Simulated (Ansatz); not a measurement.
Input for Ansatz (development build ahead of 0.2.0):

```yaml
crystal:
  periodic: [false, false, false]
  atoms:
    - { symbol: H, position_ang: [0.02062, 0.20511, -1.28663] }
    - { symbol: Si, position_ang: [0.04958, -0.49623, -0.00597] }
    - { symbol: H, position_ang: [-0.04671, 0.26407, 1.28718] }
basis:
  gaussian: { orbitals: def2-SVP }
total_charge: 1
magnetization:
  initial_magnetization: 1
hamiltonian:
  xc: hf
correlation:
  method: ccsd_t
  frozen_orbitals: { H: 0, Si: 5 }
scf:
  omitted_lower_state_checks: [stability, starts, atomic_configurations, cluster_reference, orbital_swaps, given_window_search, neighbouring_geometries, increment]
```

The input is written out in the form of the current development build from the run's settings. Correlation on restricted open-shell orbitals is semicanonical, with singles.

Results

```json
{
  "Converged": "yes",
  "Reference energy": "-289.63237 hartree",
  "Correlation energy": "-0.08511 hartree",
  "Total energy": "-289.71749 hartree"
}
```
